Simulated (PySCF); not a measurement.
Ionisation energy of P by level of theory

P [Ne] 3s2 3p3 (4S) → P⁺ [Ne] 3s2 3p2 (3P), as a difference of total energies. Calculation: PySCF 2.14, in aug-cc-pV(D+d)Z; the non-relativistic Hamiltonian (point nucleus). Correlated levels: valence: [Ne] frozen. The calculations carry no spin-orbit coupling.

```csv
method,ionisation energy (eV)
UHF,9.936
MP2 (valence),10.395
SCS-MP2 (valence),10.236
CCSD (valence),10.323
CCSD(T) (valence),10.338
CCSDT (valence),10.338
```

Question: How much does correlation contribute at CCSD(T) (valence)?

Answer: 10.338 − (9.936) = 0.402 eV, measured against UHF.

Errors of the correlated levels include the incompleteness of this basis and the frozen core.

For comparison: 10.526 eV (measured; NIST levels, between the centres of gravity of the two terms).
